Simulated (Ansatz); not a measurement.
# Niobium, bcc under LDA: how the Fermi-Dirac smearing moves the result

Aim: find which Fermi-Dirac smearing width is enough for energy and pressure. The geometry was relaxed under LDA beforehand and stays fixed; 6 values are run, from 0.01 to 1.0 eV. Wanted are the values from which on the energy stays within 10 and 1 meV/atom, and the pressure within 0.5 GPa, of the narrowest run. Within the series other settings stay, but some runs also write fields, which adds to their time. Spin polarisation is left out.

Method: DFT LDA, plane waves with PAW, scalar-relativistic, in Ansatz 0.2.0.

### Step 1. The system as given

It takes space group Im-3m (No. 229, cubic). Conventional cell: a = 3.246 Å, b = 3.246 Å, c = 3.246 Å, α = 90.00°, β = 90.00°, γ = 90.00°. Around Nb (site symmetry m-3m) lie 8 Nb at 2.81 Å.

Structure file:

```
Nb
1.0
    -1.62311    1.62311    1.62311
     1.62311   -1.62311    1.62311
     1.62311    1.62311   -1.62311
Nb
1
Direct
  0.00000 0.00000 0.00000
```

### Step 2. Run at 0.01 eV

The run at 0.01 eV.

input.yaml reads:

```yaml
crystal:
  lattice:
    - [-1.6231103068, 1.6231103068, 1.6231103068]
    - [1.6231103068, -1.6231103068, 1.6231103068]
    - [1.6231103068, 1.6231103068, -1.6231103068]
  atoms:
    - { symbol: Nb, position: [0.0, 0.0, 0.0] }
hamiltonian:
  xc: lda
  pseudopotentials:
    kind: paw
    azcp:
      Nb: "pseudopotentials/Nb.paw.azcp"
basis:
  ecutwfc: 420
  fft_grid_basis: typed
kpoints:
  mp_grid: { grid: [14, 14, 14], shift: [0, 0, 0] }
magnetization:
  spin_polarized: false
scf:
  occupations: { method: fermi_dirac, width: 0.01 }
  lower_state_search: "off"
output:
  stress: true
```

The run is started by

```console
$ ansatz run input.yaml --threads 2 --pin off --max-ram 5120MiB --backend cpu --events-out ev --progress --plain --runs-dir out
```

### Step 3. Run at 0.03 eV

The run at 0.03 eV.

Changes to input.yaml since step 2:

```diff
@@ -21,3 +21,3 @@
 scf:
-  occupations: { method: fermi_dirac, width: 0.01 }
+  occupations: { method: fermi_dirac, width: 0.03 }
   lower_state_search: "off"
@@ -25 +25,5 @@
   stress: true
+  write_density: true
+  write_potential: true
+  elf: true
+  volumetric_format: npy
```

### Step 4. Run at 0.2 eV

The run at 0.2 eV.

Changes to input.yaml since step 3:

```diff
@@ -21,3 +21,3 @@
 scf:
-  occupations: { method: fermi_dirac, width: 0.03 }
+  occupations: { method: fermi_dirac, width: 0.2 }
   lower_state_search: "off"
@@ -25,5 +25 @@
   stress: true
-  write_density: true
-  write_potential: true
-  elf: true
-  volumetric_format: npy
```

### Step 5. Run at 0.3 eV

The run at 0.3 eV.

Changes to input.yaml since step 4:

```diff
@@ -21,3 +21,3 @@
 scf:
-  occupations: { method: fermi_dirac, width: 0.2 }
+  occupations: { method: fermi_dirac, width: 0.3 }
   lower_state_search: "off"
```

### Step 6. Run at 0.6 eV

The run at 0.6 eV.

Changes to input.yaml since step 5:

```diff
@@ -21,3 +21,3 @@
 scf:
-  occupations: { method: fermi_dirac, width: 0.3 }
+  occupations: { method: fermi_dirac, width: 0.6 }
   lower_state_search: "off"
```

### Step 7. Run at 1.0 eV

The run at 1.0 eV.

Changes to input.yaml since step 6:

```diff
@@ -21,3 +21,3 @@
 scf:
-  occupations: { method: fermi_dirac, width: 0.6 }
+  occupations: { method: fermi_dirac, width: 1.0 }
   lower_state_search: "off"
@@ -25 +25,5 @@
   stress: true
+  write_density: true
+  write_potential: true
+  elf: true
+  volumetric_format: npy
```

(Steps that only read results are left out.)

What does the calculation give?

**Answer**, as computed:

```
                                           quantity                       value
       E(σ → 0) stays within 10 meV/atom of 0.01 eV                up to 0.2 eV
                   E(σ → 0) stays within 1 meV/atom               up to 0.03 eV
                      pressure stays within 0.5 GPa               up to 0.03 eV
                                pressure at 0.01 eV                    0.08 GPa
energy of a separate run on a finer mesh (22×22×22)  -5.9 meV/atom from 0.01 eV
```

What this shows: The far end, 1.0 eV, lies -55.1 meV/atom and +17.7 GPa from the yardstick. Over the range F shifts by -1689.9 meV/atom, while E(σ → 0) shifts by -55.1. In theory F falls as the square of the width under this scheme, but here the ratio is not steady: the mesh at narrow widths, or a density of states that varies over the wide ones, can both cause that. The mesh (14×14×14) is fixed, so the narrowest widths carry a k-point error of their own. The yardstick itself is unsettled by 5.9 meV/atom against the finer mesh, so the thresholds above hold only within this series, and wider smearing, which averages over more states, can land nearer the fine-mesh value than the narrowest does. The cell taken over is 5 % smaller than the measured one (17.98 Å³/atom, COD).
